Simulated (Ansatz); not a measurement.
# AlHF+ (singlet): from Hartree-Fock to the top rungs, cc-pVTZ

How much of the correlation energy of AlHF+ (singlet) does each wave-function method recover here?

Program: Ansatz 0.2.0, Gaussian basis. Level of theory: cc-pVTZ, core rule «outside noble gas», up to 6 orbitals frozen. These are calculated values, not measurements.

Plan: UHF; CCSD(T) on RHF; BCCD(T) on RHF; CCSDT(Q) on RHF.

12 further runs of the same task are left out: 8 for a known fault of the program, 4 set aside as unsound or not needed.

### 1 The geometry

The geometry is a PBE0/def2-TZVP stationary point (not a proven minimum) of the parent state, kept for this charge and spin.

3 atoms, charge 1, spin multiplicity 1.

Atoms are counted from 1 here; the program's logs count them from 0.

Bond lengths: Al1–F2 1.656 Å, Al1–H3 1.607 Å. Angles: F2–Al1–H3 115.4°.

### 2 UHF

in.yaml reads:

```yaml
crystal:
  periodic: [false, false, false]
  atoms:
    - {symbol: Al, position_ang: [0.000000, -0.115297, 0.645226]}
    - {symbol: F, position_ang: [0.000000, 0.098231, -0.996846]}
    - {symbol: H, position_ang: [0.000000, 1.234843, 1.517246]}
basis:
  gaussian: {orbitals: cc-pVTZ}
total_charge: 1
magnetization: {spin_polarized: true, initial_magnetization: 0}
hamiltonian: {xc: hf}
output: {orbitals: {seedname: orbitals}}
```

Command:

```sh
$ ansatz run in.yaml --threads 1 --pin off --events-out ev --progress --plain --max-ram 4096MiB --backend cpu
```

The runs that follow: CCSD(T) on RHF; BCCD(T) on RHF; CCSDT(Q) on RHF.

Q: Predict the results of all the runs planned. Wanted: RCCSDT(Q) below the RHF energy; RMP2 from RCCSDT(Q); RCCSD from RCCSDT(Q); RCCSD(T) from RCCSDT(Q); T1 diagnostic.

The runs gave:

| quantity | value |
| --- | --- |
| RCCSDT(Q) below the RHF energy | -9.0404 eV |
| RMP2 from RCCSDT(Q) | +471.8 meV |
| RCCSD from RCCSDT(Q) | +272.8 meV |
| RCCSD(T) from RCCSDT(Q) | +16.6 meV |
| levels within 1 kcal/mol (43 meV) | RCCSD(T), BCCD(T), RCCSDT |
| T1 diagnostic | 0.019 |

RCCSD(T) lands +16.6 meV from the yardstick (0.2 % of the correlation energy). These misses are within one basis, not against nature.
